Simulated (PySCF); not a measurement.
## How the method moves the HOMO and LUMO of ethenylcyclopropane

Ethenylcyclopropane, C5H8.
Geometry (PBE0-D3(BJ)/def2-SVP, Å), atoms numbered from 1 in this order:
```
atom  x, y, z in Å
C1     1.8471   -0.4080    0.5282
C2     1.1928    0.3632   -0.3425
C3    -0.2537    0.6857   -0.3192
C4    -1.2344   -0.0671    0.5264
C5    -1.2513   -0.2509   -0.9600
H6     1.3459   -0.8611    1.3887
H7     2.9146   -0.6116    0.4133
H8     1.7525    0.8049   -1.1770
H9    -0.4702    1.7498   -0.4703
H10   -2.0453    0.4988    0.9919
H11   -0.8634   -0.8947    1.1361
H12   -0.8626   -1.1925   -1.3576
H13   -2.0721    0.1834   -1.5371
```

Basis pcSseg-2 throughout (PySCF), one geometry. Geometry: PBE0-D3(BJ)/def2-SVP, one conformer, isolated molecule.

Task: How do the orbital energies, the gap and the dipole change with the method?

Result: 
```csv
method,kind,HOMO (eV),LUMO (eV),gap (eV),μ (D),SCF cycles
BLYP,GGA,-5.86,-0.69,5.17,0.50,16
B97-D,GGA,-5.94,-0.70,5.24,0.50,14
OPBE,GGA,-5.98,-0.70,5.28,0.49,15
KT2,GGA,-6.01,-0.78,5.23,0.49,15
KT3,GGA,-6.01,-0.76,5.25,0.47,14
PBE,GGA,-6.02,-0.82,5.20,0.50,15
BP86,GGA,-6.10,-0.88,5.22,0.50,14
LDA,LDA,-6.19,-1.04,5.16,0.51,14
B97-2,global hybrid,-6.85,0.15,7.01,0.47,13
B3LYP,global hybrid,-6.90,-0.05,6.85,0.47,14
PBE0,global hybrid,-7.11,0.19,7.31,0.47,13
mPW1PW91,global hybrid,-7.13,0.19,7.31,0.46,13
BHandHLYP,global hybrid,-8.07,1.16,9.23,0.45,12
CAM-B3LYP,range-separated hybrid,-8.44,1.25,9.68,0.45,12
wB97X-D,range-separated hybrid,-8.95,1.99,10.94,0.46,12
HF,Hartree–Fock,-9.49,2.81,12.30,0.44,10
LC-wPBE,range-separated hybrid,-9.82,2.39,12.21,0.43,12
```

The HOMO spans 3.96 eV, from BLYP down to LC-wPBE, and the gap runs from 5.16 eV (LDA) to 12.30 eV (HF). Over the methods BLYP (0 %), B97-D (0 %), OPBE (0 %), KT2 (0 %), KT3 (0 %), PBE (0 %), BP86 (0 %), LDA (0 %), B97-2 (21 %), B3LYP (20 %), PBE0 (25 %), mPW1PW91 (25 %), BHandHLYP (50 %), HF (100 %), a straight line through the gap against the share of exact exchange rises by 0.73 eV for each 10 % (correlation coefficient 0.997). The dipole ranges from 0.43 D (LC-wPBE) to 0.51 D (LDA). This basis has no diffuse functions.

The vertical ΔSCF ionisation energy at B3LYP/def2-SVPD is 9.20 eV; −ε(HOMO) comes closest to it with wB97X-D (8.95 eV).
